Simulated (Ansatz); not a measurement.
Relaxation of CH7BO (10 atoms, charge 0, multiplicity 1), to a largest force component of 0.03 eV/Å in at most 50 steps.

These are results of RKS PBE0/def2-SVP (Ansatz 0.2.0), not measurements.

```xyz
10
Properties=species:S:1:pos:R:3
B -0.023 0.599 -0.246
H 0.180 -0.558 1.844
C 1.383 0.082 -0.714
H 1.445 -1.017 -0.685
H 1.513 0.365 -1.775
H 2.236 0.501 -0.153
H -1.053 0.028 -0.539
O -0.210 1.780 0.443
H 0.623 2.223 0.647
H -0.026 0.127 1.910
```

Problem. Where does it end, and by what steps?

Solution. The forces met the threshold. The force dipped under the threshold on the way, but the program's further checks kept it going. After 44 steps the energy has fallen by 0.250 eV; H2 moved furthest, 2.52 Å.

| step | energy less start (eV) | largest force component (eV/Å) | accepted |
| --- | --- | --- | --- |
| 0 | 0.0000 | 1.802 | yes |
| 2 | -0.1798 | 0.303 | yes |
| 4 | -0.1988 | 0.654 | no |
| 6 | -0.2054 | 0.464 | no |
| 8 | -0.2148 | 0.047 | yes |
| 10 | -0.2168 | 0.284 | yes |
| 12 | -0.2233 | 0.059 | yes |
| 14 | -0.2263 | 0.162 | yes |
| 16 | -0.2290 | 0.111 | yes |
| 18 | -0.2312 | 0.120 | yes |
| 20 | -0.2330 | 0.153 | yes |
| 22 | -0.2360 | 0.083 | yes |
| 24 | -0.2376 | 0.077 | yes |
| 26 | -0.2403 | 0.078 | yes |
| 28 | -0.2420 | 0.098 | yes |
| 30 | -0.2439 | 0.036 | yes |
| 32 | -0.2455 | 0.121 | yes |
| 34 | -0.2472 | 0.125 | yes |
| 36 | -0.2474 | 0.123 | no |
| 38 | -0.2488 | 0.069 | yes |
| 40 | -0.2492 | 0.056 | yes |
| 42 | -0.2494 | 0.055 | no |
| 44 | -0.2495 | 0.006 | yes |

```xyz
10
Properties=species:S:1:pos:R:3
B 0.262 0.268 -0.509
H -0.952 0.451 3.862
C 1.480 0.443 -1.484
H 1.649 -0.497 -2.038
H 1.235 1.196 -2.254
H 2.428 0.736 -1.004
H -0.834 -0.050 -0.918
O 0.340 0.454 0.830
H 1.223 0.705 1.124
H -0.764 0.425 3.124
```

Whether the end is a true minimum wasn't checked by a vibrational analysis.

Time of the run: 76 s on 1 thread of Intel(R) Xeon(R) Platinum 8488C (Sapphire Rapids) (shared host), peak memory 0.15 GiB.
